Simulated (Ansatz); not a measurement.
**ClH3SSi: ionisation energy by level of theory**

An exercise on one series of results from a longer session: the logs are not shown, and one member is left open.

Computed with Ansatz 0.2.0, Gaussian basis. Level: unrestricted cation, the program's frozen cores in correlated methods.

The runs, in order: UKS PBE-D4/def2-TZVPP; UKS r2SCAN-D4/def2-TZVPP; UKS PBE0-D4/def2-TZVPP; UKS B3LYP-D4/def2-TZVPP; UKS wB97X-V/def2-TZVPP; UKS wB97M-V/def2-TZVPP; UKS B2PLYP/def2-TZVPP; UHF-CCSD(T)/def2-TZVPP; UHF-MP2/def2-QZVPP; extrapolation to the limit; then −ε(HOMO) from the neutral's earlier runs with LDA (SPW92), PBE-D4, revPBE-D4, BLYP-D4, r2SCAN-D4, B97M-V, PBE0-D4, B3LYP-D4, r2SCANh-D4, r2SCAN0-D4, HSE06-D4, BHLYP-D4, CAM-B3LYP-D4, LC-ωPBE, ωB97X-V, ωB97M-V.

### The relaxed structure

All runs share one geometry, relaxed beforehand with PBE0-D4 in a triple-zeta def2 set.

SMILES `S[SiH2]Cl`, 6 atoms, charge 0, spin multiplicity 1.

Atoms are counted from 1 here; the program's logs count them from 0.

Bond lengths: S1–Si2 2.120 Å, S1–H4 1.344 Å, Si2–Cl3 2.054 Å, Si2–H5 1.479 Å, Si2–H6 1.478 Å. Angles: Si2–S1–H4 94.3°, S1–Si2–Cl3 112.9°, S1–Si2–H5 111.2°, S1–Si2–H6 105.5°, Cl3–Si2–H5 106.5°, Cl3–Si2–H6 108.5°, H5–Si2–H6 112.3°.

Coordinates:

```xyz
6
ClH3SSi
S    -1.2364   -1.1641   -0.1526
Si    0.4144    0.0960    0.2753
Cl   -0.1262    2.0589    0.5448
H    -1.4338   -0.6574   -1.3820
H     1.3997    0.0787   -0.8271
H     0.9822   -0.4121    1.5415
```

Set-up of the first run:

File in.yaml:

```yaml
crystal:
  periodic: [false, false, false]
  atoms:
    - {symbol: S, position_ang: [-1.236366, -1.164090, -0.152626]}
    - {symbol: Si, position_ang: [0.414441, 0.096000, 0.275329]}
    - {symbol: Cl, position_ang: [-0.126228, 2.058873, 0.544832]}
    - {symbol: H, position_ang: [-1.433771, -0.657391, -1.381977]}
    - {symbol: H, position_ang: [1.399718, 0.078736, -0.827093]}
    - {symbol: H, position_ang: [0.982206, -0.412118, 1.541545]}
basis:
  gaussian: {orbitals: def2-TZVPP}
total_charge: 1
magnetization: {spin_polarized: true, initial_magnetization: 1}
hamiltonian: {xc: pbe, dispersion: d4}
```

Steps of the session up to this table: Cation, UKS PBE-D4/def2-TZVPP; Cation, UKS r2SCAN-D4/def2-TZVPP; Cation, UKS PBE0-D4/def2-TZVPP; Cation, UKS B3LYP-D4/def2-TZVPP; Cation, UKS wB97X-V/def2-TZVPP; Cation, UKS wB97M-V/def2-TZVPP; Cation, UKS B2PLYP (frozen core)/def2-TZVPP; Cation, UHF-CCSD(T)/def2-TZVPP; Cation, UHF-MP2/def2-QZVPP.

One table of the session follows, with a row left open; its other results are not shown here.

Orbital estimates, from the neutral's runs:

| functional | −ε(HOMO) (eV) |
| --- | --- |
| LDA (SPW92) | 6.81 |
| PBE-D4 | 6.69 |
| revPBE-D4 | 6.64 |
| BLYP-D4 | 6.51 |
| r2SCAN-D4 | 6.98 |
| B97M-V | 7.09 |
| PBE0-D4 | 7.93 |
| B3LYP-D4 | 7.66 |
| r2SCANh-D4 | 7.44 |
| r2SCAN0-D4 | 8.12 |
| HSE06-D4 | 7.53 |
| BHLYP-D4 | 9.00 |
| CAM-B3LYP-D4 | 9.24 |
| LC-ωPBE | 10.68 |
| ωB97X-V | ? |
| ωB97M-V | 10.12 |

Q: Estimate the row for ωB97X-V from the others.

**Answer.** −ε(HOMO) (eV): 10.30. In the column «−ε(HOMO) (eV)» it lies between ωB97M-V (10.12) and LC-ωPBE (10.68).
